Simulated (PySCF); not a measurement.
Tetrahydroborate, BH₄ (charge -1).
Structure used (PBE0-D3(BJ)/def2-TZVP), in Å, numbered top down from 1:
```xyz
5
BH4 angstrom
B     -0.0062    0.0229   -0.0318
H     -0.7879   -0.8141   -0.5028
H      0.1437   -0.1886    1.1794
H     -0.4677    1.1602   -0.1975
H      1.0884   -0.0658   -0.6042
```

All values: wB97X-D/pcSseg-2 (PySCF, non-relativistic), on one gas-phase PBE0-D3(BJ)/def2-TZVP geometry that isn't relaxed in the solvent. The solvent is an IEF-PCM continuum (van der Waals radii × 1.2). The model holds no explicit solvent molecules, cavitation or dispersion.

Gas phase at wB97X-D/pcSseg-2: HOMO -3.92 eV, LUMO 8.26 eV.

Task: What does the continuum do to the energy and the frontier levels at wB97X-D/pcSseg-2 in chloroform?

Result: 
| solvent | ε | E(solvent) − E(gas) (kcal/mol) | polarisation term (kcal/mol) | distortion of the solute (kcal/mol) | HOMO (eV) | LUMO (eV) |
| --- | --- | --- | --- | --- | --- | --- |
| chloroform | 4.711 | -50.96 | -51.28 | 0.32 | -8.36 | 4.45 |

The polarisation term is half the interaction of the solute with the surface charges that it induces; the rest is the cost of distorting the solute's density. The sum is the electrostatic part of solvation alone.

Task: Which radius a makes Born's formula ΔE = −(q²/2a)(1 − 1/ε) give the value in chloroform?

Result: a = q²(1 − 1/ε)/(2|ΔE|) = 2.57 Å, with q = -1 e and |ΔE| = 0.0812 Eh; the farthest nucleus lies 1.24 Å from the centroid of the nuclei. The formula assumes a point charge at the centre of a sphere.

Hardware: one thread, Arm Neoverse N1 (aarch64), no GPU, shared host with 64 logical CPUs at a one-minute load of 58. Cost: 2.7 s, 0.34 GiB resident at most. This is the whole shielding run at wB97X-D/pcSseg-2 in chloroform, SCF included.

wB97X-D is run here without its empirical dispersion term; that term would change no orbital, density or response property at a fixed geometry.
